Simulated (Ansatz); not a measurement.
hcp Ru was calculated with r²SCAN in Ansatz (plane waves, PAW).

Numerical settings: plane-wave cutoff 500 eV, 24×24×1 k mesh (along the axes of the cell as run), Fermi–Dirac smearing 0.1 eV, scalar-relativistic PAW data made under PBE.

Question: What does this level give for the surface energy of the (0001) face and work function of the (0001) face?

Answer: 
surface energy of the (0001) face: 2.81 J/m²
work function of the (0001) face: 5.01 eV

The slab of 6 atoms is relaxed and unreconstructed.

The computed numbers hold no vibrational or temperature effects.

It cost roughly 5 core-minutes of CPU time.

Ansatz is a quantum-chemistry and plane-wave program.
